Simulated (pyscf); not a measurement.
PySCF, gas phase, ωB97X-D3(BJ)/def2-SVP geometries.

Estimate by transition-state theory the rate constant of CH₄ (SMILES C) + HO–Ga(OH)–OH (SMILES [OH][Ga]([OH])[OH]) → H₃C–Ga(OH)–OH (SMILES [CH3][Ga]([OH])[OH]) + H₂O (SMILES O) (singlet surface; C–H, Ga–O broken, C–Ga, H–O formed) at 900 K, with ωB97M-D3(BJ)/def2-TZVP energies (ideal gas, 1 atm, RRHO with modes under 100 cm⁻¹ raised to 100, one conformer, R ln 2 for rigid chiral ones; no tunnelling).

The electronic barrier is 33.3 kcal/mol and the thermal terms add +23.5, so ΔG‡ = 56.8 kcal/mol. With k_BT/h = 1.88e+13 s⁻¹ and RT = 1.788 kcal/mol, and a volume of 1.23e-19 cm³ per molecule at 1 atm, k = 3.7e-20 cm³ molecule⁻¹ s⁻¹. Wigner's tunnelling factor for 1442i cm⁻¹ would be 1.22. A shift of 1 kcal/mol in the barrier changes k by a factor 1.7. On the product side the descent ends in an adduct with a Ga–O contact, 15.1 kcal/mol under the separated species and 32.3 kcal/mol under the saddle at ωB97X-D3(BJ)/def2-TZVP. What is counted as broken (Ga–O) persists as a longer contact in the product adduct; parting that adduct is a step of its own. One saddle was located; it need not be the lowest between these sides. Elements up to Kr have no core potential and no relativistic terms here.
